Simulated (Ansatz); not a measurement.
# A barrier at the coupled-cluster level

Start structure (SiH5SO, doublet), relaxed at PBE0-D4/def2-TZVP:

```tsv
atom	x (Å)	y (Å)	z (Å)
H1	0.6764	0.2820	0.9732
Si2	0.6214	0.3810	-0.5460
O3	-0.8086	0.9989	-1.0524
S4	-1.0773	-0.7250	1.8252
H5	1.6747	1.3227	-0.9920
H6	0.8929	-0.9885	-1.0558
H7	-1.5817	0.5730	-0.6710
H8	-0.3980	-1.8439	1.5187
```

The step: SiH₄O ([OH][SiH3]) + HS → SiH₃O ([OH][SiH2]) + H₂S; bonds formed: H1–S4; bonds broken: H1–Si2. Computed with Ansatz 0.2.0 (basis: def2-TZVPP and def2-QZVPP); correlated methods freeze the cores; orbitals are unrestricted. Extrapolation: Hartree–Fock as exp(−7.88 √X), correlation as X^−2.97. Energies below are by CCSD(T) at an estimated basis limit (MP2 extrapolated from triple and quadruple zeta, plus CCSD(T) − MP2 in triple zeta).

Problem. What are the electronic barrier and the energy of the step, from the start structure to the end structure? (Judge from chemistry; the value comes from the calculation.)

Solution. By the calculation: Barrier 6.03 kcal/mol; step energy -0.79 kcal/mol (downhill); reverse barrier, their difference, 6.82 kcal/mol. Barrier and step energy count from the start structure, the reverse barrier from the end structure.

The saddle point: One imaginary mode of 595i cm⁻¹.
| pair | start (Å) | saddle (Å) | end (Å) |
| --- | --- | --- | --- |
| H1–S4 | 2.19 | 1.53 | 1.34 |
| H1–Si2 | 1.52 | 1.81 | 3.96 |

Zero-point energy (harmonic, PBE0-D4): ZPE is 29.11 kcal/mol at the start and 27.11 kcal/mol at the saddle, so the barrier goes from 6.03 to 4.03 kcal/mol.

No T1 diagnostic of these runs exceeds 0.016. ⟨S²⟩ of the unrestricted Hartree–Fock references: 0.75 to 0.79 (a pure state has 0.75).

Radical steps of this kind take place in plasma deposition and etching.

Labels in which every atom is bracketed show which atoms are joined, not bond orders.

For scale, one of the runs: CCSD(T)/def2-TZVPP, 185 basis functions (an equivalent command: `ansatz run in.yaml --threads 4`). Time: 37 s of wall clock on 4 CPU threads; the host was shared. Peak host memory: 4.7 GiB.
